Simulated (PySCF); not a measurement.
Species: ethyl isothiocyanate, C3H5NS.
SMILES: `S=C=NCC`

Torsions of this conformer, `[CH3:1][CH2:2][N:3]=[C:4]=[S:5]`: C1–C2–N3–C4 -4°.

The closed-shell ground state was solved at several levels (PySCF, density fitting, gas phase, non-relativistic). The structure is a single PBE0-D3(BJ)/def2-TZVP conformer in the gas phase; no vibrational or solvent corrections.

```json
{"level": "PBE0/pcSseg-2", "basis functions": "257", "total energy (Eh)": "-570.0030", "HOMO (eV)": "-7.00", "LUMO (eV)": "-0.29", "gap (eV)": "6.71", "dipole (D)": "3.73"}
{"level": "B97-2/pcSseg-2", "basis functions": "257", "total energy (Eh)": "-570.3147", "HOMO (eV)": "-6.77", "LUMO (eV)": "-0.34", "gap (eV)": "6.43", "dipole (D)": "3.71"}
{"level": "wB97X-D/pcSseg-2", "basis functions": "257", "total energy (Eh)": "-570.2839", "HOMO (eV)": "-8.77", "LUMO (eV)": "1.46", "gap (eV)": "10.23", "dipole (D)": "3.82"}
```

Estimate the row for KT3/pcSseg-2, a basis of 257 functions; the other rows only guide the guess.

Total energy -575.9116 Eh, HOMO -5.96 eV, LUMO -1.20 eV, gap 4.76 eV, dipole 3.56 D.

Over all these levels, which gives the widest orbital gap and which the narrowest?

wB97X-D/pcSseg-2 (range-separated hybrid) has the widest, 10.23 eV, and KT3/pcSseg-2 (GGA) the narrowest, 4.76 eV. From the narrowest to the widest the HOMO moves by -2.81 eV and the LUMO by +2.66 eV.

In the pcSseg-2 basis, how does the gap go with the fixed share of exact exchange?

KT3 (0 %) 4.76 eV; B97-2 (21 %) 6.43 eV; PBE0 (25 %) 6.71 eV. Each rise in the share widens the gap here.

How far do the dipole and the HOMO energy spread over the levels?

The dipole runs from 3.56 to 3.82 D (mean 3.70 D) and the HOMO from -8.77 to -5.96 eV.

Note: wB97X-D ran without an empirical dispersion term, which enters the total energy and its gradient alone.
